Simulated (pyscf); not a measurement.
Concerted two-bond exchange: F⁻ (SMILES [F-]) + H₃C–CH₂–CH₂–Cl (SMILES CCCCl) → HF (SMILES F) + C₃H₆ (SMILES C1CC1) + Cl⁻ (SMILES [Cl-])

Gas phase, singlet surface, charge -1. Bonds broken: C2–H6, C4–Cl5. Bonds formed: F1–H6, C2–C4. PySCF, gas phase, ωB97X-D3(BJ)/def2-SVPD geometries.

Transition state (Å):

```xyz
12

F      2.8369    -0.7512     1.5935
C      0.4807     0.3228     1.3672
C      0.2464     0.3048    -0.1508
C     -1.0496     0.9239     0.0396
Cl    -2.1870     1.2836    -1.9991
H      1.8807    -0.3148     1.5099
H      0.5897     1.3204     1.8143
H     -0.1781    -0.3335     1.9524
H      0.9707     0.9175    -0.6993
H      0.2131    -0.7101    -0.5628
H     -1.0972     1.9890     0.2504
H     -1.8775     0.3134     0.3905
```

One imaginary mode, 571i cm⁻¹; descent along it reached the two sides named, in the forms told below.

```tsv
bond	change	reactant side (Å)	saddle	product side
C2–H6	breaks	1.125	1.545	2.208
C4–Cl5	breaks	1.817	2.362	3.4
F1–H6	forms	1.754	1.054	0.938
C2–C4	forms	2.517	2.113	1.476
```

Electronic energies relative to the separated reactants (kcal/mol):

| level | barrier | reaction energy | reverse barrier |
|---|---|---|---|
| ωB97X-D3(BJ)/def2-TZVPD | 12.6 | -9.9 | 22.5 |
| PBE/def2-TZVPD | -3.0 | -10.8 | 7.8 |
| r²SCAN/def2-TZVPD | -2.6 | -12.7 | 10.1 |
| B3LYP-D3(BJ)/def2-TZVPD | 2.9 | -9.8 | 12.6 |
| PBE0-D3(BJ)/def2-TZVPD | 2.7 | -12.4 | 15.1 |
| M06-2X/def2-TZVPD | 4.7 | -17.1 | 21.8 |
| ωB97M-D3(BJ)/def2-TZVPD | 8.9 | -12.5 | 21.4 |
| HF/def2-TZVPD | 18.9 | -22.2 | 41.1 |

With ωB97M-D3(BJ)/def2-TZVPD energies and thermal terms (ideal gas, 1 atm, RRHO with modes under 100 cm⁻¹ raised to 100, one conformer, R ln 2 for chiral ones without a mode under 150 cm⁻¹), in kcal/mol:

```csv
T (K),ΔH‡,ΔG‡,ΔH,ΔG
298,4.9,12.1,-14.5,-22.4
600,5.2,19.4,-14.5,-30.5
900,5.5,26.4,-14.8,-38.4
1200,5.7,33.3,-15.5,-46.2
```

On the reactant side the descent ends in a bound adduct, 12.8 kcal/mol under the separated species and 25.3 kcal/mol under the saddle at ωB97X-D3(BJ)/def2-TZVPD. On the product side the descent ends in a bound adduct (not fully relaxed), 13.0 kcal/mol under the separated species and 35.5 kcal/mol under the saddle at ωB97X-D3(BJ)/def2-TZVPD. At PBE, r²SCAN the saddle lies under the separated reactants, which points to a path from their complex (located at ωB97X-D3(BJ) alone). cyclopropane lies 6.6 kcal/mol over its isomer H₂C=CH–CH₃ (electronic energy, ωB97M-D3(BJ)/def2-TZVPD). This is the saddle that the search found; another between the same sides may lie lower.
